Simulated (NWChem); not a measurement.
## Correlation energy of Li₂

SMILES: [Li][Li]
```xyz
2

Li     0.0000     0.0000     1.3936
Li     0.0000     0.0000    -1.3936
```
Charge 0, spin multiplicity 1.

Program: NWChem. The geometry was optimised at PBE0/def2-SVP, a minimum by its harmonic frequencies.

Basis set: 6-31G*. Each correlation energy counts from its own Hartree-Fock reference.

The correlated methods freeze no orbitals. The Pople sets run with spherical d functions. The structure started from a generated list of species. No row is a measurement; the coupled-cluster row has its own basis-set and correlation limits.

Q: Order these methods by the correlation energy they give, lowest first: MP2, SCS-MP2, CCSD.

A: CCSD (-30.5 mHa), SCS-MP2 (-23.3 mHa), MP2 (-19.5 mHa)
